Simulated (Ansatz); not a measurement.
# triplet C2O: levels of theory in one basis

```xyz
3

C     0.0000    0.0001   -1.3990
C     0.0000    0.0000    0.0727
O     0.0000   -0.0001    1.3263
```

Basis set: def2-SVP (spherical functions). Frozen core: 3 orbitals. Correlation on ROHF uses semicanonical orbitals with singles. Charge 0, multiplicity 3.

Computed with Ansatz (development build ahead of 0.2.0); each method stands on the lowest determinant of its kind that the runs found.

| method | E − E(ROHF) (eV) | <S²> of the determinant |
| --- | --- | --- |
| ROHF | 0.00 | 2.00 |
| UHF | -0.29 | 2.09 |
| UHF-MP2 | -10.83 | 2.09 |
| ROHF-CCSD(T) | -11.86 | – |
| UHF-CCSD(T) | -11.84 | 2.09 |

What does ROHF-MP2 give on the same scale?

-10.98 eV.

Is a single determinant a sound starting point here?

By this sign, yes. Unrestricted orbitals gain 0.29 eV and <S²> is 2.09 against 2.00 for a pure state.
